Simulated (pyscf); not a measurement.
Optimised with ωB97X-D3(BJ)/def2-SVP in PySCF. Correlated levels are frozen-core, on RHF or UHF. ΔMP2 is the change of the MP2 total energy from the triple- to the quadruple-zeta basis.

Question: List the bond dissociation enthalpies at 298 K of HO–ZnH (SMILES [OH][ZnH]) from CCSD(T)/def2-TZVPP + ΔMP2(QZVPP), from the weakest bond up.

Answer: H–Zn to [HO–Zn]• + H•: 82.4 kcal/mol; O–Zn to OH• + ZnH•: 105.2 kcal/mol; H–O to •O–ZnH + H•: 119.5 kcal/mol. Ring and multiple bonds, and those that leave no two simple radicals, are not listed. The radicals are drawn with the spin at the cut bond; how far it spreads was not checked. •O–ZnH lies 37.7 kcal/mol over its isomer [HO–Zn]•, and others may lie lower still (electronic energy, ωB97M-D3(BJ)). The CCSD(T) − MP2 part came from Ansatz, without density fitting, on the same reference. The frozen core leaves the outer d or s,p core shells of the metals and heavy elements correlated in the MP2 and CC values, and def2-TZVPP describes them poorly, which can shift differences by a few kcal/mol. Left out: the spin-orbit lowering of OH. The term symbol of open-shell •O–ZnH was not checked; spin-orbit terms are left out. Elements up to Kr have no core potential and no relativistic terms here.
